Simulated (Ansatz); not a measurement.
A made-up structure of AlBNH5, singlet:

B1  (-0.720, 1.021, -0.642)
N2  (-0.462, 0.102, 0.387)
Al3  (0.937, -1.034, 0.411)
H4  (-1.672, 1.750, -0.593)
H5  (0.034, 1.065, -1.576)
H6  (-1.124, 0.099, 1.152)
H7  (-0.101, -0.164, 1.303)
H8  (1.056, -2.007, 1.655)
(Å)

It is relaxed with PBE-D4/def2-SVP and then PBE0-D4/def2-TZVP (Ansatz 0.2.0). Atoms count as bonded within 1.22 times the sum of their covalent radii (H–H: 0.88 Å). The end point is not checked to be a true minimum.

**Question.** Does its bonding change? (A judgement: the text doesn't fix the answer.)

**Answer.** Computed: Yes. Formed: B1–Al3; broken: Al3–H7.

Where it ends: The first stage lowers the energy by 4.49 eV in 27 steps. It ends as AlBNH₅ ([BH2]1[NH2][AlH]1):
```
8
angstrom
B -0.4414 0.7816 -0.5147
N -0.5515 0.2406 0.9155
Al 0.6290 -1.0526 -0.2041
H -1.4004 0.6287 -1.2148
H 0.2971 1.7102 -0.6748
H -1.4550 -0.0898 1.2260
H -0.1080 0.7688 1.6545
H 0.9781 -2.1558 0.9103
```

Labels in which every atom is bracketed show which atoms are joined, not bond orders.

For scale, one of the runs: PBE0-D4/def2-TZVP relaxation, 129 basis functions, launched by `ansatz run in.yaml --threads 2 --pin off --events-out ev --progress --plain --max-ram 4352MiB`. The run took about 50 s on 2 CPU threads of an AMD EPYC 7R43 (shared host).
